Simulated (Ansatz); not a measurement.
# C5H6: the cost of one run

Program: Ansatz 0.2.0. Level of theory: the levels named in each step. These are calculated values, not measurements.

## Step 1: The system as given

Bond lengths: C1–C2 1.328 Å, C2–C3 1.411 Å, C3–C4 1.203 Å, C4–C5 1.445 Å, C1–H6 1.077 Å, C1–H7 1.077 Å, C2–H8 1.084 Å, C5–H9 1.091 Å, C5–H10 1.090 Å, C5–H11 1.090 Å. Angles: C1–C2–C3 123.5°, C1–C2–H8 121.1°, C3–C2–H8 115.4°, C2–C1–H6 121.5°, C2–C1–H7 121.7°, H6–C1–H7 116.8°, C2–C3–C4 179.6°, C3–C4–C5 179.6°, C4–C5–H9 109.8°, C4–C5–H10 110.2°, C4–C5–H11 110.1°, H9–C5–H10 108.9°, H9–C5–H11 108.8°, H10–C5–H11 109.0°.

Coordinates:

```xyz
11

C    -2.2349    0.4539    0.7453
C    -1.4309   -0.4575    0.2095
C    -0.0661   -0.2276   -0.0636
C     1.0975   -0.0370   -0.3032
C     2.4975    0.1869   -0.5828
H    -1.8777    1.4359    1.0074
H    -3.2733    0.2468    0.9399
H    -1.7974   -1.4441   -0.0500
H     3.0997   -0.1286    0.2699
H     2.6796    1.2451   -0.7709
H     2.8008   -0.3865   -1.4589
```

## Step 2: A rough first relaxation, PBE-D4/def2-SVP

File input.yaml:

```yaml
crystal:
  periodic: [false, false, false]
  atoms:
    - { symbol: C, position_ang: [-2.23494, 0.4539, 0.74528] }
    - { symbol: C, position_ang: [-1.43094, -0.45754, 0.20955] }
    - { symbol: C, position_ang: [-0.06608, -0.22756, -0.06356] }
    - { symbol: C, position_ang: [1.09754, -0.03696, -0.30323] }
    - { symbol: C, position_ang: [2.4975, 0.18686, -0.5828] }
    - { symbol: H, position_ang: [-1.87774, 1.43593, 1.00744] }
    - { symbol: H, position_ang: [-3.2733, 0.24683, 0.93988] }
    - { symbol: H, position_ang: [-1.79735, -1.44405, -0.04998] }
    - { symbol: H, position_ang: [3.09966, -0.12862, 0.26989] }
    - { symbol: H, position_ang: [2.67962, 1.24512, -0.77086] }
    - { symbol: H, position_ang: [2.80076, -0.38653, -1.45889] }
basis:
  gaussian: { orbitals: def2-SVP }
hamiltonian:
  xc: pbe
  dispersion: d4
relax:
  f_tol: 0.03
  max_steps: 200
```

The run is started by

```bash
$ ansatz run input.yaml --threads 4 --pin off --max-ram 10240MiB --backend cpu --events-out ev --progress --plain --runs-dir out
```

What time and memory should one allow on 4 threads of Intel Xeon 6975P-C (Granite Rapids), shared host?

About 2.9 s, with a peak of 0.15 GiB.
